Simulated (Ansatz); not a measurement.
Relaxed structures of MgAlH₂F, closed shell (PBE0-D4/def2-TZVP; forces vanish, vibrations not checked; lower isomers may exist, and structures with a doubtful reference or unclear bonds are left out; Å). Computed with Ansatz 0.2.0 (basis: def2-TZVPP); correlated methods freeze the cores. The outer core shell of Li, Na, Mg and K is correlated. The def2 sets are not built for correlating such inner shells, so the correlated values are less sure here.

Question: Rank them by CCSD(T) energy, lowest first, and give each one's height above the lowest. Links in brackets join atoms within 1.22 times the sum of their covalent radii (1.1 for two metals). (To be estimated.)
A.
MgAlH₂F ([F][AlH][MgH])
```
5
angstrom
F -1.2858 -1.6921 0.8732
Al -1.0106 -0.3701 -0.1026
Mg 1.5103 0.6835 0.0465
H -2.3000 0.0362 -0.9562
H 3.0861 1.3426 0.1391
```
B.
MgAlH₂F ([F]1[MgH][AlH]1)
```
5
angstrom
F 0.1022 -0.7988 0.6978
Al 1.1798 0.5028 0.0618
Mg -1.3052 -0.0070 -0.5200
H -2.9273 -0.3739 -0.8716
H 2.6204 0.3613 0.7584
```
C.
a complex of MgAlH ([Mg][AlH]) + HF
```
5
angstrom
F 1.3757 0.1842 -0.3503
Al -1.0903 0.9556 -0.0704
Mg -1.2399 -1.6929 1.0366
H -1.4682 -0.3597 -1.0738
H 1.6852 0.6043 0.4146
```

Answer: Computed: A (0.000 eV), B (0.178 eV), C (2.619 eV). Heights count from the lowest.

The T1 diagnostic stays at or below 0.014. The restricted Hartree–Fock reference is unstable towards an unrestricted one at one or more of these structures.

For scale, one of the runs: CCSD(T)/def2-TZVPP, 133 basis functions, launched by `ansatz run in.yaml --threads 2 --pin off --events-out ev --progress --plain --max-ram 4352MiB`. Hardware: 2 CPU threads of an Arm Neoverse V2, shared host. Wall time 16 s; peak host memory 0.74 GiB.
